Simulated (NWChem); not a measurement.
System: NO cation

NWChem input:

```
start job
memory heap 200 mb stack 900 mb global 1100 mb
charge 1
geometry units angstroms noautoz
  N      0.000000     0.000000    -0.573251
  O      0.000000     0.000000     0.503114
end
basis spherical
  N library aug-cc-pvtz
  O library aug-cc-pvtz
end
dft
  xc xpbe96 cpbe96
  iterations 150
  mulliken
end
task dft energy
```

The geometry was optimised at PBE-D3(BJ)/def2-SVP.

Q: What results follow from this input? (PBE/aug-cc-pVTZ.) Quantities: basis functions; energy (Ha); highest occupied level (eV); orbital gap (eV).

A: 
```
Item                           Value
---------------------------  -------
number of basis functions         92
energy (Ha)                  -129.46
highest occupied level (eV)   -23.11
orbital gap (eV)                8.41
```
